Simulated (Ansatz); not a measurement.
**CH4LiO+ (SMILES [Li][CH2][OH2+]): functionals against CCSD(T) at one geometry**

The task here is to estimate one member of a computed series from the others.

Method: single points in def2-TZVPP; program: Ansatz 0.2.0, Gaussian basis.

Correlated methods freeze the cores. The outer core shell of Li, Na, Mg and K is correlated.

## The starting structure

SMILES `[Li][CH2][OH2+]`, 7 atoms, charge 1, spin multiplicity 1.

Atoms are counted from 1 here; the program's logs count them from 0.

Bond lengths: Li1–C2 2.094 Å, C2–O3 1.525 Å, C2–H4 1.056 Å, C2–H5 1.121 Å, O3–H6 0.813 Å, O3–H7 0.922 Å. Angles: Li1–C2–O3 132.8°, Li1–C2–H4 103.7°, Li1–C2–H5 104.4°, O3–C2–H4 98.7°, O3–C2–H5 106.2°, H4–C2–H5 109.7°, C2–O3–H6 106.2°, C2–O3–H7 103.3°, H6–O3–H7 117.1°.

Coordinates:

| atom | x (Å) | y (Å) | z (Å) |
| --- | --- | --- | --- |
| Li1 | -1.50550 | -1.61490 | 0.74590 |
| C2 | -0.38170 | -0.14730 | -0.23730 |
| O3 | 0.86150 | 0.64200 | 0.15770 |
| H4 | -1.05690 | 0.65810 | -0.33960 |
| H5 | -0.16520 | -0.59030 | -1.24450 |
| H6 | 0.72310 | 0.92330 | 0.90810 |
| H7 | 1.54310 | 0.02890 | 0.05850 |

Set-up of the first run:

The input, run/in.yaml:

```yaml
crystal:
  periodic: [false, false, false]
  atoms:
    - {symbol: Li, position_ang: [-1.505500, -1.614900, 0.745900]}
    - {symbol: C, position_ang: [-0.381700, -0.147300, -0.237300]}
    - {symbol: O, position_ang: [0.861500, 0.642000, 0.157700]}
    - {symbol: H, position_ang: [-1.056900, 0.658100, -0.339600]}
    - {symbol: H, position_ang: [-0.165200, -0.590300, -1.244500]}
    - {symbol: H, position_ang: [0.723100, 0.923300, 0.908100]}
    - {symbol: H, position_ang: [1.543100, 0.028900, 0.058500]}
basis:
  gaussian: {orbitals: def2-TZVPP}
total_charge: 1
correlation: {method: ccsd_t}
output: {forces: true}
```

The command line of these runs was not kept.

Steps of the session up to this table: CCSD(T)/def2-TZVPP; PBE0-D4/def2-TZVPP; wB97M-V/def2-TZVPP; r2SCAN-D4/def2-TZVPP; PBE-D4/def2-TZVPP; B97M-V/def2-TZVPP; BHLYP-D4/def2-TZVPP.

One of the session's tables, all rows but one given; the rest of the session is left out.

```
   method  RMS force component (eV/Å)  angle to CCSD(T) forces (°)
  CCSD(T)                       4.186                    reference
  PBE0-D4                       4.178                          1.3
  wB97M-V                       4.168                          0.7
r2SCAN-D4                       4.167                          0.5
   PBE-D4                           ?                            ?
   B97M-V                       4.087                          1.3
 BHLYP-D4                       4.046                          2.8
```

**Question.** Estimate the row for PBE-D4.

**Answer.** RMS force component (eV/Å): 4.292; angle to CCSD(T) forces (°): 2.1. In the column «RMS force component (eV/Å)» it is the highest.
